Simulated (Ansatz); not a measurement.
A run of Ansatz (development build ahead of 0.2.0) on singlet H₂O at this shape:

```csv
atom,x (Å),y (Å),z (Å)
O,0.0235,-0.0448,-0.1166
H,-0.0393,0.7856,0.5437
H,0.0795,-0.7156,0.5058
```

Its results:

```yaml
Converged: yes
Reference_energy: -76.02792 hartree
Correlation_energy: -0.22259 hartree
Total_energy: -76.25050 hartree
Spin_squared_of_the_determinant: 0.000
```

(1) Which input gives this output? Name the method, the orbitals and the basis set, and write the input.

Results:

(1) RHF-MP2 in aug-cc-pVDZ. An unrestricted run that stays on the closed shell gives the same numbers.

```yaml
crystal:
  periodic: [false, false, false]
  atoms:
    - { symbol: O, position_ang: [0.02351, -0.04483, -0.11657] }
    - { symbol: H, position_ang: [-0.03929, 0.78556, 0.54375] }
    - { symbol: H, position_ang: [0.07945, -0.71557, 0.50579] }
basis:
  gaussian: { orbitals: aug-cc-pVDZ }
hamiltonian:
  xc: hf
correlation:
  method: mp2
  frozen_orbitals: { H: 0, O: 1 }
```
